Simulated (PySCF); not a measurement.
## Frontier levels across methods

C4H5F.
Numbering: `[CH3:1][C:2]#[C:3][CH2:4][F:5]` (hydrogens: H6, H7, H8 on C1; H9, H10 on C4)

Cartesian coordinates in Å at the PBE0-D3(BJ)/def2-SVP level; atoms count from 1:
```
atom  x, y, z in Å
C1    -1.997    0.133   -0.252
C2    -0.560   -0.024   -0.113
C3     0.641   -0.147   -0.002
C4     2.082   -0.309    0.141
F5     2.774    0.796   -0.289
H6    -2.443   -0.725   -0.779
H7    -2.231    1.040   -0.831
H8    -2.488    0.223    0.729
H9     2.337   -0.491    1.200
H10    2.421   -1.183   -0.442
```

Basis pcSseg-2 throughout (PySCF), one geometry. Isolated species at its PBE0-D3(BJ)/def2-SVP geometry, gas phase.

Problem. How do the orbital energies, the gap and the dipole change with the method?

Solution. 
```json
{"method": "BLYP", "kind": "GGA", "HOMO (eV)": "-6.18", "LUMO (eV)": "-0.56", "gap (eV)": "5.61", "μ (D)": "2.21", "SCF cycles": "16"}
{"method": "OPBE", "kind": "GGA", "HOMO (eV)": "-6.27", "LUMO (eV)": "-0.57", "gap (eV)": "5.70", "μ (D)": "2.12", "SCF cycles": "16"}
{"method": "B97-D", "kind": "GGA", "HOMO (eV)": "-6.27", "LUMO (eV)": "-0.55", "gap (eV)": "5.72", "μ (D)": "2.19", "SCF cycles": "16"}
{"method": "PBE", "kind": "GGA", "HOMO (eV)": "-6.31", "LUMO (eV)": "-0.68", "gap (eV)": "5.63", "μ (D)": "2.19", "SCF cycles": "15"}
{"method": "KT2", "kind": "GGA", "HOMO (eV)": "-6.32", "LUMO (eV)": "-0.70", "gap (eV)": "5.62", "μ (D)": "2.22", "SCF cycles": "16"}
{"method": "KT3", "kind": "GGA", "HOMO (eV)": "-6.35", "LUMO (eV)": "-0.69", "gap (eV)": "5.66", "μ (D)": "2.17", "SCF cycles": "16"}
{"method": "BP86", "kind": "GGA", "HOMO (eV)": "-6.39", "LUMO (eV)": "-0.72", "gap (eV)": "5.67", "μ (D)": "2.19", "SCF cycles": "15"}
{"method": "LDA", "kind": "LDA", "HOMO (eV)": "-6.44", "LUMO (eV)": "-0.90", "gap (eV)": "5.54", "μ (D)": "2.30", "SCF cycles": "15"}
{"method": "B97-2", "kind": "global hybrid", "HOMO (eV)": "-7.28", "LUMO (eV)": "0.29", "gap (eV)": "7.57", "μ (D)": "2.24", "SCF cycles": "14"}
{"method": "B3LYP", "kind": "global hybrid", "HOMO (eV)": "-7.32", "LUMO (eV)": "0.06", "gap (eV)": "7.38", "μ (D)": "2.27", "SCF cycles": "14"}
{"method": "PBE0", "kind": "global hybrid", "HOMO (eV)": "-7.53", "LUMO (eV)": "0.32", "gap (eV)": "7.86", "μ (D)": "2.26", "SCF cycles": "14"}
{"method": "mPW1PW91", "kind": "global hybrid", "HOMO (eV)": "-7.56", "LUMO (eV)": "0.32", "gap (eV)": "7.87", "μ (D)": "2.26", "SCF cycles": "14"}
{"method": "BHandHLYP", "kind": "global hybrid", "HOMO (eV)": "-8.64", "LUMO (eV)": "1.01", "gap (eV)": "9.64", "μ (D)": "2.34", "SCF cycles": "13"}
{"method": "CAM-B3LYP", "kind": "range-separated hybrid", "HOMO (eV)": "-8.90", "LUMO (eV)": "1.18", "gap (eV)": "10.08", "μ (D)": "2.31", "SCF cycles": "13"}
{"method": "wB97X-D", "kind": "range-separated hybrid", "HOMO (eV)": "-9.38", "LUMO (eV)": "2.14", "gap (eV)": "11.53", "μ (D)": "2.25", "SCF cycles": "14"}
{"method": "HF", "kind": "Hartree–Fock", "HOMO (eV)": "-10.28", "LUMO (eV)": "2.54", "gap (eV)": "12.83", "μ (D)": "2.39", "SCF cycles": "12"}
{"method": "LC-wPBE", "kind": "range-separated hybrid", "HOMO (eV)": "-10.29", "LUMO (eV)": "2.32", "gap (eV)": "12.61", "μ (D)": "2.27", "SCF cycles": "13"}
```

The HOMO spans 4.11 eV, from BLYP down to LC-wPBE, and the gap runs from 5.54 eV (LDA) to 12.83 eV (HF). Over the methods BLYP (0 %), OPBE (0 %), B97-D (0 %), PBE (0 %), KT2 (0 %), KT3 (0 %), BP86 (0 %), LDA (0 %), B97-2 (21 %), B3LYP (20 %), PBE0 (25 %), mPW1PW91 (25 %), BHandHLYP (50 %), HF (100 %), a straight line through the gap against the share of exact exchange rises by 0.74 eV for each 10 % (correlation coefficient 0.996). The dipole ranges from 2.12 D (OPBE) to 2.39 D (HF). This basis has no diffuse functions.

The vertical ΔSCF ionisation energy at PBE0/def2-SVPD is 9.85 eV; −ε(HOMO) comes closest to it with HF (10.28 eV) and LC-wPBE (10.29 eV).
